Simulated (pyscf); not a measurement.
`[SiH3][O][GaH2]` + `[OH2]` -> `[OH][SiH3]` + `[OH][GaH2]` (four-centre exchange; singlet surface; Ga–O, H–O broken, H–O, Ga–O formed). Optimised with ωB97X-D3(BJ)/def2-SVP in PySCF. Energies in kcal/mol from the separated reactants.

```
level                      barrier  reaction energy
----------------------  ----------  ---------------
ωB97X-D3(BJ)/def2-TZVP        -7.8             +4.4
PBE/def2-TZVP           (withheld)       (withheld)
B3LYP-D3(BJ)/def2-TZVP        -7.3             +3.4
M06-2X/def2-TZVP        (withheld)             +3.9
ωB97M-D3(BJ)/def2-TZVP        -6.9             +3.1
HF/def2-TZVP                   4.2             +4.4
```

Q: What belongs in the gaps?

A: 
- PBE/def2-TZVP, barrier: -9.0
- PBE/def2-TZVP, reaction energy: +1.9
- M06-2X/def2-TZVP, barrier: -10.0

On the reactant side the descent ends in an adduct with a Ga–O contact, 17.9 kcal/mol under the separated species and 10.1 kcal/mol under the saddle at ωB97X-D3(BJ)/def2-TZVP. On the product side the descent ends in an adduct with a Ga–O contact, 16.2 kcal/mol under the separated species and 4.0 kcal/mol under the saddle at ωB97X-D3(BJ)/def2-TZVP. At ωB97X-D3(BJ)/def2-TZVP, PBE, B3LYP-D3(BJ), M06-2X, ωB97M-D3(BJ) the saddle lies under the separated reactants, which points to a path from their complex (located at ωB97X-D3(BJ) alone). At ωB97X-D3(BJ)/def2-TZVP, PBE, B3LYP-D3(BJ), M06-2X, ωB97M-D3(BJ)/def2-TZVP, HF the saddle lies under the separated products, which points to a path from their complex (located at ωB97X-D3(BJ) alone), and parting the products costs more than the saddle. What is counted as formed (Ga–O) is already present as a longer contact in the reactant adduct; forming that adduct is a step of its own. What is counted as broken (Ga–O) persists as a longer contact in the product adduct; parting that adduct is a step of its own. One saddle was located; it need not be the lowest between these sides. Elements up to Kr have no core potential and no relativistic terms here.
